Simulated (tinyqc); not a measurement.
CIS on RHF in the sto-3g basis, frozen core, for BH2+, spin multiplicity 1, step by step. One step of it, computed by the program tinyqc.

Question. CIS matrix, triplets. A(ia,jb) = (e_a - e_i) d_ij d_ab - (ij|ab).

orbital energies (hartree): MO1 -7.945299, MO2 -0.987612, MO3 -0.858535, MO4 -0.222125, MO5 -0.173517, MO6 0.208032, MO7 0.382827

Two-electron integrals over orbitals (pq|rs), unique and non-zero (hartree); the lowest 1 orbital is frozen and left out:
```
(22|22) 0.472283    (32|32) 0.146611    (33|22) 0.468745    (33|33) 0.489916
(42|22) 0.019450    (42|33) 0.015447    (42|42) 0.071005    (43|32) 0.020793
(43|43) 0.028200    (44|22) 0.450693    (44|33) 0.434881    (44|42) -0.067987
(44|44) 0.585674    (52|52) 0.075368    (53|53) 0.019670    (54|52) -0.027633
(54|54) 0.040006    (55|22) 0.473650    (55|33) 0.443739    (55|42) -0.031313
(55|44) 0.512151    (55|55) 0.586773    (62|22) 0.042727    (62|33) 0.006241
(62|42) -0.001515   (62|44) 0.064621    (62|55) 0.097033    (62|62) 0.086997
(63|32) -0.072104   (63|43) -0.022428   (63|63) 0.078697    (64|22) 0.023546
(64|33) 0.003780    (64|42) 0.012611    (64|44) 0.028920    (64|55) 0.033387
(64|62) 0.046077    (64|64) 0.032675    (65|52) 0.053498    (65|54) -0.011390
(65|65) 0.045270    (66|22) 0.475243    (66|33) 0.473163    (66|42) 0.055082
(66|44) 0.414919    (66|55) 0.448120    (66|62) 0.023538    (66|64) 0.022033
(66|66) 0.523619    (72|32) -0.016815   (72|43) -0.027612   (72|63) 0.051331
(72|72) 0.053423    (73|22) 0.040603    (73|33) 0.025909    (73|42) -0.046314
(73|44) 0.103280    (73|55) 0.105301    (73|62) 0.071670    (73|64) 0.029953
(73|66) -0.006665   (73|73) 0.105765    (74|32) -0.063291   (74|43) 0.007552
(74|63) 0.036346    (74|72) 0.003034    (74|74) 0.048182    (75|53) 0.016739
(75|75) 0.018454    (76|32) 0.122851    (76|43) 0.031921    (76|63) -0.085203
(76|72) -0.043067   (76|74) -0.052584   (76|76) 0.131234    (77|22) 0.471419
(77|33) 0.491629    (77|42) -0.001281   (77|44) 0.467789    (77|55) 0.465172
(77|62) 0.007879    (77|64) -0.000107   (77|66) 0.484738    (77|73) 0.035889
(77|77) 0.523424
```

Give: CIS matrix A, triplet.

Answer.

CIS matrix A, triplet (hartree), lower triangle:
```
         2>4     2>5      2>6      2>7      3>4     3>5     3>6     3>7
2>4   0.3148
2>5   0.0000  0.3404
2>6  -0.0235  0.0000   0.7204
2>7   0.0000  0.0000   0.0000   0.8990
3>4   0.0000  0.0000   0.0000   0.0633   0.2015
3>5   0.0000  0.0000   0.0000   0.0000   0.0000  0.2413
3>6   0.0000  0.0000   0.0000  -0.1229  -0.0038  0.0000  0.5934
3>7   0.0633  0.0000  -0.1229   0.0000   0.0000  0.0000  0.0000  0.7497
```
